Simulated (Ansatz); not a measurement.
`C=C(C)O` + NH₃ → `C=C(N)O` + CH₄ at 500 K and 1 bar (substitution at a C–C bond).

Calculated with Ansatz (gas phase, PBE0-D4/def2-TZVP geometries, no zero-point term in ΔE). CBS: MP2 limit from def2 TZ/QZ plus the TZ coupled-cluster correction, frozen cores. This one scheme is used for every species. One conformer a species, not always the lowest.

```
  species  CCSD(T)/CBS energy (Eh)  H − E (kJ/mol)  S (J/(mol·K))
`C=C(C)O`               -192.92321           257.9          336.6
      NH₃                -56.50880           108.2          211.8
`C=C(N)O`               -208.96738           228.7          334.2
      CH₄                -40.46206           135.6          206.8
```

H − E and S are ideal-gas, rigid-rotor, harmonic terms from PBE0-D4/def2-TZVP, for one conformer and one mirror image of each species. 1 Eh = 2625.50 kJ/mol, R = 8.31446 J/(mol·K).

Q: By hand: ΔE, ΔH, ΔS and ΔG.

A: ΔE = (-208.96738) + (-40.46206) − (-192.92321) − (-56.50880) = 0.00257 Eh = 6.7 kJ/mol. Δ(H − E) = 228.7 + 135.6 − 257.9 − 108.2 = -1.8, so ΔH = 4.9 kJ/mol. ΔS = 334.2 + 206.8 − 336.6 − 211.8 = -7.4 J/(mol·K). ΔG = 4.9 − 500 × (-7.4)/1000 = 8.6 kJ/mol.

Q: By hand: the equilibrium constant, and the temperature at which ΔG would vanish if ΔH and ΔS stayed fixed.

A: log₁₀ K = −ΔG/(RT ln 10) = -0.9. ΔH and −TΔS have one sign here, so there is no such temperature. One of them is within its doubt of zero, so this could turn.

TΔS isn't small against ΔH here. A doubt of 5 kJ/mol in ΔE shifts log₁₀ K by 0.5 here. Other conformers and mirror images would add mixing entropy, several J/(mol·K) or more a flexible species. These are equilibria of isolated gas molecules and say nothing of rates. Largest T1 diagnostic: 0.012 (customary marks: 0.02 for closed shells, 0.045 for open ones).
